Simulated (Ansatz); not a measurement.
Input for Ansatz (development build ahead of 0.2.0):

```yaml
crystal:
  periodic: [false, false, false]
  atoms:
    - { symbol: C, position_ang: [0.0, 0.0, 0.0] }
    - { symbol: O, position_ang: [0.0, 0.0, 8.0] }
basis:
  gaussian: { orbitals: pcseg-2 }
magnetization:
  initial_magnetization: 2
hamiltonian:
  xc: pbe
```

The input is written out in the form of the current development build from the run's settings.

Output:

| Item | Value |
| --- | --- |
| Converged | yes |
| Total energy | -112.74717 hartree |
| Spin squared of the determinant | 2.000 |
| Stability test | minimum among restricted orbitals |

Caution: stretched shape with no unrestricted run beside it, a lower state can exist; charge can spread falsely over distant fragments.
